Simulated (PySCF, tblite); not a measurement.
**A complex of chlorine monofluoride and acetonitrile**

A gas-phase complex of chlorine monofluoride and acetonitrile; neutral, singlet. The structure comes from a short search (6 tight-binding starts) and was relaxed by PBE0-D3(BJ)/def2-SVPD; another way of binding may lie lower. Frequencies by PBE0-D3(BJ)/def2-SVPD show no clear imaginary mode.

```tsv
part	name	SMILES	atoms	charge	multiplicity
1	chlorine monofluoride	FCl	1–2	0	1
2	acetonitrile	CC#N	3–8	0	1
```

Coordinates in Å:
```
Cl1    -0.316    0.196   -0.125
F2      0.748   -0.754    0.762
C3     -3.466    3.013   -2.808
C4     -2.557    2.201   -2.022
N5     -1.835    1.554   -1.398
H6     -4.314    2.404   -3.147
H7     -3.844    3.847   -2.201
H8     -2.942    3.417   -3.684
```

| contact | kind (by geometry) | distance (Å) | angle (°) |
| --- | --- | --- | --- |
| F2–Cl1···N5 | halogen bond | 2.403 | 180 |

Interaction energies are complex less parts, with the parts frozen as they stand in it; counterpoise-corrected, in kcal/mol (PySCF). The CCSD(T) estimate is Hartree-Fock/aug-cc-pVQZ, plus the MP2 correlation part extrapolated as X⁻³ from aug-cc-pVTZ and aug-cc-pVQZ, plus CCSD(T) less MP2 in aug-cc-pVDZ; noble-gas cores are frozen. It isn't the exact limit.

| level | interaction | superposition error removed |
| --- | --- | --- |
| Hartree-Fock/aug-cc-pVQZ | -1.90 | - |
| wB97M-D3(BJ)/def2-TZVPD | -5.85 | -0.20 |
| PBE0-D3(BJ)/def2-TZVPD | -7.83 | -0.23 |
| MP2/aug-cc-pVQZ | -7.24 | -0.43 |

(1) What does CCSD(T) at its estimated basis limit give, and which of these levels comes nearest?

(2) What holds them together? Decompose the wB97M-D3(BJ)/def2-TZVPD energy: frozen parts, their antisymmetrised product, then relaxation.

The parts were also relaxed and run alone, at the levels used for the complex: shieldings by PBE0/pcSseg-2; core levels by delta-SCF with SCAN, pcX-2 on the ionised atom and pcseg-1 elsewhere, spin-free X2C (2p3/2 is the spin-free 2p value less a third of a first-order spin-orbit splitting).

Values alone: F2–Cl1 bond (Å): 1.645; shielding of Cl1 (ppm): -591.1; shielding of N5 (ppm): -38.2; shielding of F2 (ppm): 660.2; Cl1 2p3/2 core level (eV): 209.43; F2 1s core level (eV): 694.26; N5 1s core level (eV): 405.35.

(3) How do these values change when the complex forms?

(4) What are the binding energy from relaxed parts (wB97M-D3(BJ)/def2-TZVPD), and ΔH and ΔG of association at 298.15 K and 1 atm?

Results:

(1) -6.08 kcal/mol. wB97M-D3(BJ)/def2-TZVPD is nearest, off by +0.24; the errors are Hartree-Fock/aug-cc-pVQZ +4.18, wB97M-D3(BJ)/def2-TZVPD +0.24, PBE0-D3(BJ)/def2-TZVPD -1.75, MP2/aug-cc-pVQZ -1.16.

(2) electrostatic -16.5, Pauli repulsion +23.2, orbital relaxation -11.8, dispersion correction -0.9 kcal/mol, which sum to the value before the counterpoise correction; the Pauli term holds the exchange-correlation of the frozen density too. Of the attraction, 56 % is electrostatic, 40 % is orbital relaxation, 3 % is dispersion correction.

(3) 
```tsv
property	alone	in the complex	change
F2–Cl1 bond (Å)	1.645	1.680	+0.035
shielding of Cl1 (ppm)	-591.1	-367.4	+223.7
shielding of N5 (ppm)	-38.2	-15.8	+22.3
shielding of F2 (ppm)	660.2	506.3	-153.8
Cl1 2p3/2 core level (eV)	209.43	207.38	-2.05
F2 1s core level (eV)	694.26	691.54	-2.72
N5 1s core level (eV)	405.35	405.94	+0.59
```

The core-hole state of N5 is spin-contaminated (⟨S²⟩ 0.81 against 0.75 for a pure doublet), so that value and differences from it are less sure.

(4) -5.10 kcal/mol, -4.22 with zero-point energy; ΔH -4.1 and ΔG +5.0 kcal/mol, from harmonic vibrations by PBE0-D3(BJ)/def2-SVPD with low modes damped.

The 6 runs behind this took 20 min in all, one thread each of Arm Neoverse V1 on a shared host, launched as `OMP_NUM_THREADS=1 python cluster_run.py task.json out`.
